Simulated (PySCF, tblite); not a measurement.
**C₂H₇Si radical, a cluster model of a defect (C site with back bonds [SiH3], C, [H]): EPR parameters**

Aim: the EPR parameters of `C[CH][SiH3]`. It is drawn as: dangling bond.

Programs: tblite 0.8.0 and PySCF 2.14.0. All values are calculated, for the isolated system unless a continuum is named. Atoms count from 0, parts from 1.

### Step 1. Starting point

10 atoms, charge 0, multiplicity 2; geometry: distance geometry start.

### Step 2. Geometry optimisation with GFN2-xTB

Job settings and geometry (Å):

```
{"job": {"kind": "relax", "xc": "GFN2-xTB", "basis": "xTB"}, "charge": 0, "multiplicity": 2}
C     -0.680671    -0.257491     0.561519
Si    -0.879563     0.953689     1.951436
C     -0.324159     0.312380    -0.739079
H     -1.373154    -1.027233     0.566805
H      0.286775     0.896012     2.816614
H     -0.958446     2.285551     1.389550
H     -2.048842     0.663619     2.675457
H     -1.095293     0.934091    -1.075314
H     -0.197145    -0.455375    -1.413712
H      0.568787     0.851958    -0.641510
```

With the program's defaults for keys left out, this is: GFN2-xTB geometry optimisation, gas phase.

On the command line:

```bash
OMP_NUM_THREADS=1 python cluster_run.py task.json out
```

The driver reads the jobs from task.json and runs them one after another.

**Question.** The jobs that follow are: PBE0-D3(BJ)/def2-SVP geometry optimisation, gas phase; UKS B3LYP, IGLO-III on C Si, pcH-1 on H, non-relativistic, mean-field spin-orbit, GIAO; UKS BHandHLYP, IGLO-III on C Si, pcH-1 on H, non-relativistic, mean-field spin-orbit, GIAO. Predict: rotational constants (main isotopes); g(iso) (B3LYP); ⟨S²⟩; largest a(iso).

**Answer**, as computed:

| quantity | value |
| --- | --- |
| rotational constants (main isotopes) | 29.71, 4.66, 4.34 GHz |
| g(iso) (B3LYP) | 2.00265 |
| ⟨S²⟩ | 0.754 (exact 0.75) |
| largest a(iso) | 1H on H8, 115.6 MHz |

Relaxing lowered the energy by 0.120 eV in 3 steps; the close pair that moved most is C0–H3, from 1.052 to 1.097 Å (PBE0/def2-SVP). No frequency check was run at this level, so the end point may be a saddle. C0 carries the largest spin population, 0.99 e. The isotropic g lies 0.3 ppt above the free-electron value. The coupling of 1H on H8 runs from 113.4 (BHandHLYP/IGLO-III+pcH-1) to 115.6 MHz (B3LYP/IGLO-III+pcH-1).
